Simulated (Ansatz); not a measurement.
For antifluorite Mg₂Si, PBEsol (Ansatz, a quantum-chemistry and plane-wave program, plane waves, PAW) gives:

| Property | Value |
|---|---|
| lattice parameter a | 6.326 Å |
| bulk modulus B0 | 56.0 GPa |
| cohesive energy | 2.94 eV/atom |

Q: What does LC-ωPBE (PAW; Ansatz) give for the same quantities?

A: 
- lattice constant a: 6.282 Å (shrinks by 0.7 %)
- bulk modulus: 65.6 GPa (increases by 17 %)
- cohesive energy: 2.83 eV/atom (shrinks by 0.11 eV/atom)

For comparison: bulk modulus 55 GPa (measured, temperature not stated, no zero-point or thermal correction, our sources range from 47.0 to 55.0; as tabulated in Råsander and Moram (2015), arXiv:1505.02379).

Changes are worked out from the printed values.

Unless a cell is named, each level is at its own relaxed cell (PBEsol 21.10, LC-ωPBE 20.65 Å³/atom).

Ansatz's density-functional and Hartree–Fock values are scalar-relativistic unless marked +SOC, with PAW data made under PBE.
